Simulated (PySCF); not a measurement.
**S₃ at several levels of theory**

All levels use the PBE0 minimum (singlet; S–S 1.905 Å (×2); S–S–S 118.0°), basis [S def2-TZVP], no relativity, density fitting, no spin–orbit coupling, PySCF. For vertical energies the ionised species is a doublet (spins chosen at PBE0 and kept) and the electron-attached one a doublet. Atomisation goes to high-spin ground-configuration atoms, without zero-point energy. Open shells are unrestricted, also as the reference of the correlated levels. A dash marks a value that was not computed or is not defined at that level.

```xyz
3
charge 0 multiplicity 1, angstrom
S     0.0000    0.0000   -0.6536
S     1.6328    0.0000    0.3268
S    -1.6328    0.0000    0.3268
```

```
level  atomisation (kJ/mol)  vertical IP (eV)  vertical EA (eV)  −ε(HOMO) (eV)  gap (eV)  dipole (D)
 PBE0                   694              9.66              2.20           7.57      3.27        0.50
   HF                     ?                 ?                 ?              ?         ?           ?
  MP2                     ?                 ?                 ?              –         –           –
  PBE                   772              9.51              1.89           6.37      1.47        0.45
```

Fill in the row of HF.

atomisation (kJ/mol) 207, vertical IP (eV) 8.03, vertical EA (eV) 2.19, −ε(HOMO) (eV) 9.90, gap (eV) 8.52, dipole (D) 0.73.

Fill in the row of MP2.

atomisation (kJ/mol) 682, vertical IP (eV) 10.42, vertical EA (eV) 1.75.

Spin contamination in at least one species weakens the values at: HF, MP2.

Without diffuse functions attachment energies tend to come out too low.
